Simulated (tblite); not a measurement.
Compound: methylidenesilylene, CH2Si (singlet state).
SMILES: `C=[Si]`

Computed with GFN2-xTB (tblite): harmonic, unscaled wavenumbers at the GFN2-xTB geometry, gas phase. The method is semi-empirical: single wavenumbers can be off by several per cent or more.

Harmonic wavenumbers (cm⁻¹): 531.9, 632.7, 1071.5, 1412.4, 3019.8, 3044.4.

A = 305901, B = 15629, C = 14870 MHz; mass 41.993 u (most abundant isotopes); point group C2v, symmetry number 2.

**Question.** What is the zero-point energy?

**Answer.** Half the sum of the wavenumbers: 4856 cm⁻¹ = 58.09 kJ/mol.

**Question.** Give the ideal-gas entropy at 400 K and 1 bar in the rigid-rotor, harmonic-oscillator model (classical rotation).

**Answer.** Translation 161.58, rotation 77.62, vibration 8.34: S = 247.5 J/(mol K).

**Question.** And Cp and H(400 K) − H(0)?

**Answer.** Cp = 49.05 J/(mol K), of which vibrations give 15.80 (their classical limit is 6 R = 49.9); H(400 K) − H(0) = 15.66 kJ/mol without the zero-point energy, 2.35 from vibrations.

**Question.** What must be added to the electronic energy to get the Gibbs energy at 400 K and 1 bar?

**Answer.** ZPE + [H(400 K) − H(0)] − T·S = 58.09 + 15.66 − 99.02 = -25.27 kJ/mol.

**Question.** How do the functions run with temperature in this model?

**Answer.** 
```csv
T (K),S (J/(mol K)),Cp (J/(mol K)),H − H(0) (kJ/mol),G − H(0) (kJ/mol),ln q(vib)
298.15,233.9,43.9,10.91,-58.82,0.14
373.15,244.2,47.8,14.36,-76.76,0.25
500,258.9,53.1,20.77,-108.70,0.49
750,282.0,60.5,35.03,-176.44,1.01
1000,300.1,65.9,50.86,-249.28,1.55
```

q(vib) and H(0) count from the zero-point level.

**Question.** Which modes carry the vibrational entropy at 400 K?

**Answer.** 531.9 cm⁻¹: 4.08; 632.7 cm⁻¹: 3.07; 1071.5 cm⁻¹: 0.87; 1412.4 cm⁻¹: 0.32; 3019.8 cm⁻¹: 0.00; 3044.4 cm⁻¹: 0.00 J/(mol K).
